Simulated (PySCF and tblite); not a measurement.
The numbers below are computed, except where a source is named.
## Conformers and averaged properties: C₃H₆F₂, numbered as in [CH3:1][C@H:2]([F:3])[CH2:4][F:5]

The ensemble was built from 90 distance-geometry starts (ETKDG and KDG, MMFF94s, GFN2-xTB) and rests on PBE0-D3(BJ)/def2-SVP geometries. Weights use PBE0-D3(BJ)/def2-TZVP energies plus GFN2-xTB zero-point and thermal terms (modes under about 100 cm⁻¹ blended into free rotors). Symmetry numbers and mirror images are counted. Conformers within 4 kcal/mol (GFN2-xTB free energy) were kept, 5 at most. GIAO shieldings: PBE0/pcSseg-1. Shifts are against TMS (¹H), TMS (¹³C), CFCl3 (¹⁹F) at the same level; of two unlike H on one atom, a is the less shielded. Programs: PySCF with density fitting and tblite.

Torsions listed: F3–C2–C4–F5.

```csv
conformer,shape,symmetry,E(GFN2) kcal/mol,E(DFT) kcal/mol,G(298.15 K) kcal/mol,weight %,dipole D
1,68°,C1,1.59,0.00,0.00,40.2,2.81
2,-74°,C1,1.82,0.00,0.08,34.9,2.45
3,176°,C1,0.00,0.28,0.29,24.8,0.41
```

Weights (%) against temperature:

```csv
T (K),1,2,3,S(mix) cal/mol/K
150,46.7,36.7,16.7,2.03
200,43.6,35.9,20.4,2.10
250,41.6,35.4,23.0,2.13
298.15,40.2,34.9,24.8,2.15
400,38.2,34.3,27.5,2.17
```

Averaged shifts at 298.15 K. ¹H: 4.53 (H2, 1H), 4.36 (H4a, 1H), 4.34 (H4b, 1H), 1.30 (H1, 3H) ppm. ¹³C: 88.7 (C2), 86.6 (C4), 17.5 (C1) ppm. ¹⁹F: -205.8 (F3), -251.0 (F5) ppm.

Coordinates of conformer 1 (Å):

```xyz
11

C     1.272    0.168    0.217
C     0.013   -0.517   -0.260
F     0.084   -0.689   -1.627
C    -1.233    0.269    0.064
F    -2.356   -0.463   -0.205
H     2.151   -0.396   -0.122
H     1.301    0.229    1.315
H     1.341    1.187   -0.194
H    -0.083   -1.520    0.193
H    -1.232    0.544    1.134
H    -1.251    1.192   -0.541
```

Coordinates of conformer 2 (Å):

```xyz
11

C     1.169    0.364   -0.403
C     0.040   -0.590   -0.094
F    -0.366   -1.199   -1.265
C    -1.151    0.075    0.554
F    -1.515    1.211   -0.119
H     0.804    1.166   -1.059
H     1.986   -0.169   -0.908
H     1.562    0.817    0.519
H     0.381   -1.389    0.592
H    -2.002   -0.625    0.560
H    -0.901    0.343    1.596
```

Unscaled ¹⁹F shifts at such levels can be off by tens of ppm; differences between conformers or isomers are more reliable. Shifts are unscaled: against experiment ¹³C can be off by 15 ppm or more and ¹H by 0.8 ppm.

Search and properties took 42 s on 1 thread of Arm Neoverse V1, on a host shared with other jobs (rough), launched as `OMP_NUM_THREADS=1 python ens_run.py task.json out`.
